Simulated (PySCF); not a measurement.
Compound: C₃H₅Cl.
Numbering: `[Cl:1][CH:2]1[CH2:3][CH2:4]1` (hydrogens: H5 on C2; H6, H7 on C3; H8, H9 on C4)

Geometry (PBE0-D3(BJ)/def2-SVP, Å), atoms numbered from 1 in this order:
```
atom  x, y, z in Å
Cl1    2.155   -0.166   -0.706
C2     0.732   -0.092    0.327
C3    -0.548   -0.695   -0.148
C4    -0.403    0.800   -0.053
H5     1.004   -0.185    1.381
H6    -1.169   -1.217    0.586
H7    -0.546   -1.140   -1.145
H8    -0.921    1.336    0.747
H9    -0.303    1.357   -0.988
```

The calculation used TDDFT CAM-B3LYP/def2-SVPD, vertical, gas phase, core orbitals frozen in the response (PySCF 2.14.0, density-fitted response routines).

Frontier orbitals with the atoms that hold most of them (Löwdin shares over 4%, at most four atoms; ? is withheld):

```json
{"orbital": "HOMO-3", "ε (eV)": "-11.80", "atoms": "Cl1 25%, C2 22%, C3 17%, C4 17%"}
{"orbital": "HOMO-2", "ε (eV)": "-11.13", "atoms": "Cl1 36%, C3 22%, C4 22%, C2 12%"}
{"orbital": "HOMO-1", "ε (eV)": "-9.74", "atoms": "?"}
{"orbital": "HOMO", "ε (eV)": "-9.25", "atoms": "Cl1 54%, C2 20%, C3 11%, C4 11%"}
{"orbital": "LUMO", "ε (eV)": "?", "atoms": "?"}
{"orbital": "LUMO+1", "ε (eV)": "1.60", "atoms": "Cl1 64%, C2 16%, C4 5%, C3 5%"}
{"orbital": "LUMO+2", "ε (eV)": "1.98", "atoms": "Cl1 32%, H5 17%, H9 11%, H7 11%"}
```

(1) Which atoms hold the HOMO-1, and with what shares?

(2) Which atoms hold the LUMO, and with what shares?

(3) What is the LUMO energy, and the HOMO–LUMO gap?

Results:

(1) Cl1 (bonded to C) 54%; C4 (bonded to 2 C and 2 H) 13%; C3 (bonded to 2 C and 2 H) 13%; C2 (bonded to 2 C, Cl and H) 11%. By element: chlorine 54%, carbon 38%.

(2) C4 (bonded to 2 C and 2 H) 17%; C3 (bonded to 2 C and 2 H) 17%; H8 (bonded to C) 13%; H6 (bonded to C) 13%. By element: carbon 34% or more, hydrogen 27% or more.

(3) ε(LUMO) = 1.50 eV; the gap is 10.75 eV (0.3951 hartree).

Q: How does S1 compare with the orbital gap of 10.75 eV?

A: S1 is at 6.95 eV (f = 0.0007), 3.80 eV below the gap, made of HOMO→LUMO+1 (90%). Its leading pair isn't HOMO and LUMO; the energies of that pair differ by 10.86 eV. 

Q: Give energy, strength and leading configuration of S1, S2, S3 and S4, and follow the Löwdin shares of the leading atoms from the occupied to the empty orbital.

A: 
- S1 (6.95 eV, f 0.0007), HOMO→LUMO+1 (90%): Cl1 54% → 64%, C2 20% → 16%
- S2 (7.45 eV, f 0.0036), HOMO-1→LUMO+1 (89%): Cl1 54% → 64%, C4 13% → 5%, C2 11% → 16%
- S3 (7.74 eV, f 0.020), HOMO→LUMO (86%): Cl1 54% → at most 14%, C2 20% → at most 14%, C4 11% → 17%, C3 11% → 17%
- S4 (8.21 eV, f 0.015), HOMO-1→LUMO (84%): Cl1 54% → at most 14%, C4 13% → 17%, C3 13% → 17%

The run took 20 s of wall time on x86-64 server, one thread, shared host.
